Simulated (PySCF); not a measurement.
# Level sweep

Species: C₅H₉N.
InChI=1S/C5H9N/c1-4(2)5(3)6/h6H,1H2,2-3H3/b6-5-

PySCF, dipoles from the SCF density, polarisabilities from static response with core orbitals frozen. Isolated species at its PBE0-D3(BJ)/def2-SVP geometry (one conformer only).

Q: Compare the levels for these properties.

A: 

```json
{"level": "LDA/def2-SVPD", "μ (D)": "2.614", "α (au)": "72.83", "anisotropy (au)": "27.16"}
{"level": "PBE/def2-SVPD", "μ (D)": "2.514", "α (au)": "71.88", "anisotropy (au)": "27.05"}
{"level": "B3LYP/def2-SVPD", "μ (D)": "2.577", "α (au)": "70.13", "anisotropy (au)": "25.69"}
{"level": "PBE0/def2-SVPD", "μ (D)": "2.575", "α (au)": "69.43", "anisotropy (au)": "25.44"}
{"level": "BHandHLYP/def2-SVPD", "μ (D)": "2.645", "α (au)": "68.03", "anisotropy (au)": "24.49"}
{"level": "HF/def2-SVPD", "μ (D)": "2.740", "α (au)": "66.50", "anisotropy (au)": "23.61"}
{"level": "PBE0/6-31+G*", "μ (D)": "2.687", "α (au)": "66.70", "anisotropy (au)": "25.59"}
{"level": "PBE0/aug-cc-pVDZ", "μ (D)": "2.580", "α (au)": "71.52", "anisotropy (au)": "25.75"}
```

The anisotropy is √(½[(α1 − α2)² + (α2 − α3)² + (α3 − α1)²]). The dipole runs from 2.51 D (PBE/def2-SVPD) to 2.74 D (HF/def2-SVPD). No reference polarisability is at hand; against PBE0 in the largest diffuse basis at hand (aug-cc-pVDZ) the other PBE0 rows deviate by 6-31+G* -7%, def2-SVPD -3%. In one basis (def2-SVPD) the functionals order the polarisability from HF (lowest) to LDA (highest), a spread of 10%.
